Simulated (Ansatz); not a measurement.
```yaml
crystal:
  periodic: [false, false, false]
  atoms:
    - {symbol: B, position_ang: [-1.721197, -0.146020, -0.003579]}
    - {symbol: Ga, position_ang: [0.299554, 0.009386, 0.000581]}
    - {symbol: H, position_ang: [-2.259987, 0.916892, -0.001836]}
basis:
  gaussian: {orbitals: def2-TZVP}
magnetization: {spin_polarized: true, initial_magnetization: 1}
hamiltonian: {xc: pbe0}
relax: {f_tol: 0.004, max_steps: 80}
```

```sh
$ ansatz run in.yaml --threads 1 --pin off --events-out ev --progress --plain --max-ram 2176MiB
```

Steps of the relaxation (energy above the last step; positions in Å, forces in eV/Å):

```
3
step 1, 227.2 meV
B    -1.721   -0.146   -0.004    0.254   -0.053    0.000
Ga    0.300    0.009    0.001    0.283   -0.195    0.000
H    -2.260    0.917   -0.002   -0.537    0.248    0.000
```

```
3
step 2, 147.8 meV
B    -1.678   -0.090   -0.003   -0.160    0.493    0.001
Ga    0.364   -0.043    0.001    0.261   -0.157    0.000
H    -2.368    0.913   -0.002   -0.101   -0.336   -0.001
```

```
3
step 3, 73.1 meV
B    -1.608    0.053   -0.003   -0.844    0.861    0.001
Ga    0.483   -0.145    0.001    0.125   -0.083    0.000
H    -2.556    0.873   -0.003    0.718   -0.778   -0.001
```

```
3
step 5, 17.5 meV
B    -1.523    0.335   -0.002   -0.480    0.095   -0.001
Ga    0.505   -0.260    0.000    0.477   -0.123    0.001
H    -2.663    0.705   -0.003    0.004    0.028    0.000
```

```
3
step 6, 0.8 meV
B    -1.556    0.294   -0.002   -0.041    0.025    0.000
Ga    0.544   -0.254    0.000    0.051   -0.019    0.000
H    -2.670    0.740   -0.003   -0.010   -0.006    0.000
```

```
3
step 9, 0.0 meV
B    -1.549    0.330   -0.002   -0.002    0.000    0.000
Ga    0.552   -0.269    0.000    0.001    0.000    0.000
H    -2.685    0.719   -0.003    0.001    0.000    0.000
```

Close pairs at the end: B1–H3 1.201 Å, B1–Ga2 2.185 Å.

A stationary point of unrestricted PBE0 after 9 steps, with ⟨S²⟩ = 0.790 against 0.75 for a pure state; no frequencies were run, so it isn't proven a minimum. 58 s on 1 thread of AMD EPYC 7R13, shared host.
